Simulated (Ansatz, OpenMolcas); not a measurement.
**Correcting a cheap level on S-containing molecules**

The atomisation enthalpy at 298 K in kJ/mol of 7 S-containing molecules: x at HF/3-21G, y from tabulated heats of molecules and atoms (CRC Handbook of Chemistry and Physics, NIST-JANAF tables). Shapes, held fixed at every level: PBE0-D4/def2-TZVP; CS at the measured bond length. Flexible molecules stand in one conformer, not always the lowest. Computed values hold a harmonic thermal term (PBE0-D4/def2-TZVP, wB97M-V/def2-TZVPD) and the atoms' spin-orbit lowering. Programs: OpenMolcas 26.06.

| molecule | x (kJ/mol) | y (kJ/mol) |
| --- | --- | --- |
| S2F2 (Difluorodisulfane) | -31 | 1049 |
| SF4 (sulfur tetrafluoride) | 69 | 1358 |
| SF2 (sulfur difluoride) | 88 | 732 |
| CS (carbon monosulfide) | 229 | 714 |
| H2S2 (SMILES SS) | 347 | 974 |
| OCS (carbonyl sulfide) | 606 | ? |
| CH4S (methanethiol) | 1231 | 1889 |

Question: Fit y = c + s·x to the known rows and predict y for OCS.

Answer: 
1. Means of the 6 rows: x = 322.17, y = 1119.3.
2. Σ(Δx)² = 1078929, Σ(Δx·Δy) = 788771, so the slope is 788771/1078929 = 0.73107.
3. Intercept: 1119.3 − (0.73107) × 322.17 = 883.8. The largest residual of the fit is 424.
4. OCS: 883.8 + 0.73107 × 606 = 1327 kJ/mol.

The tabulated heats give 1381 kJ/mol, so the prediction is off by -54 kJ/mol, within the largest residual. Uncorrected, HF/3-21G misses it by -775 kJ/mol, and the other rows by 797 on average. The line removes about 90 % of this miss. CH4S lies far out in x and weighs most in the slope. Left out in turn, the other rows are missed by 541 kJ/mol on average. The heats of SF4, SF2 come from older tables and can be uncertain by 10 kJ/mol or more. The tabulated value of S2F2 is in doubt (older tables, estimates, or at odds with other calculations) and kept here.
